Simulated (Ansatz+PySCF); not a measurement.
Results of a calculation; reference values are marked as such.
Input for PySCF 2.14.0:

```python
from pyscf import gto, scf, mp

mol = gto.M(atom="""
F 0.000000 0.000000 -0.621560
F 0.000000 0.000000 0.621560
""", basis='cc-pvtz', charge=1, spin=1)
mf = scf.UHF(mol)
mf.kernel()
pt = mp.MP2(mf, frozen=2).run()
print(mf.e_tot, pt.e_corr, pt.e_tot)
```

The script is written out from the run's settings.

The run gave:

```json
{
 "Converged": "yes",
 "Reference energy": "-198.19881 hartree",
 "Correlation energy": "-0.50832 hartree",
 "Total energy": "-198.70712 hartree",
 "Spin squared of the determinant": "0.766"
}
```

The reference isn't the lowest determinant (another lies 0.14 eV lower), but the same method gives a higher total on the lower determinant. Caution: MP2 on this radical cation hangs on the determinant chosen.
